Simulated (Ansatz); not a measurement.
Born–Oppenheimer molecular dynamics of AlFH5N (8 atoms, charge 0, multiplicity 1). It starts from a rough guess of a transition structure, not a stationary point.

These are results of UKS BLYP/6-31G (Ansatz 0.2.0), not measurements.

```yaml
ensemble: NVE (velocity Verlet)
time_step: 0.5 fs
steps_asked: 150
starting_velocities_drawn_for: 100 K
seed: 633222
```

First frame:

```xyz
8
Properties=species:S:1:pos:R:3
Al -0.277 -1.104 0.162
N -0.283 1.112 -0.144
H -0.663 -1.999 -1.023
H -0.583 -1.546 1.599
H 0.930 0.549 -0.133
F 1.696 -0.383 -0.049
H -0.452 1.587 -1.022
H -0.367 1.782 0.609
```

How far do the bonds stretch over the last three quarters of this one trajectory? (Pairs bonded in most of those frames.)


```csv
bond,mean (Å),spread (Å),shortest,longest
Al1–N2,2.115,0.091,2.02,2.33
Al1–H3,1.627,0.061,1.53,1.72
Al1–H4,1.626,0.059,1.54,1.73
Al1–F6,1.822,0.168,1.58,2.06
N2–H5,1.052,0.073,0.92,1.17
N2–H7,1.034,0.042,0.96,1.11
N2–H8,1.039,0.058,0.94,1.14
```

Mean temperature of the second half: 1154 K. The conserved energy stayed within 1.1 meV per atom of its start (net change -0.041 meV per atom), so the integration is sound. The system heated up, since it started high on the potential surface and ran downhill. A run of 0.075 ps of so small a system gives no equilibrium averages. The orbitals stay closed-shell, which can raise the energy where a bond breaks towards radicals; this wasn't checked here. Limits of this set-up: no polarisation functions.

The run took 4.1 min on 1 thread of Arm Neoverse V2, with other jobs on the host, peak memory 0.1 GiB.
